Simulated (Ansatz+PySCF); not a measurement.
Results of a calculation; reference values are marked as such.
A run of PySCF 2.14.0 on singlet C₂ at this shape:

```yaml
atoms:
  - { symbol: C, position_ang: [0.0000, 0.0000, -0.6280] }
  - { symbol: C, position_ang: [0.0000, 0.0000, 0.6280] }
```

Its results:

```json
{
 "Converged": "yes",
 "Reference energy": "-75.30908 hartree",
 "CCSD correlation energy": "-0.31770 hartree",
 "Triples correction": "-0.02942 hartree",
 "Total energy": "-75.65620 hartree"
}
```

Task: Which input gives this output? Name the method, the orbitals and the basis set, and write the input.

Result: RHF-CCSD(T) in def2-SVP. An unrestricted run that stays on the closed shell gives the same numbers.

```python
from pyscf import gto, scf, cc

mol = gto.M(atom="""
C 0.000000 0.000000 -0.628040
C 0.000000 0.000000 0.628040
""", basis='def2-svp', charge=0, spin=0)
mf = scf.RHF(mol)
mf.kernel()
mycc = cc.CCSD(mf, frozen=2).run()
et = mycc.ccsd_t()
print(mf.e_tot, mycc.e_corr, et, mycc.e_tot + et)
```

The reference isn't the lowest determinant (another lies 1.05 eV lower), but the same method gives a higher total on the lower determinant. Caution: large amplitudes, a single reference is doubtful; an unrestricted determinant lies well below.
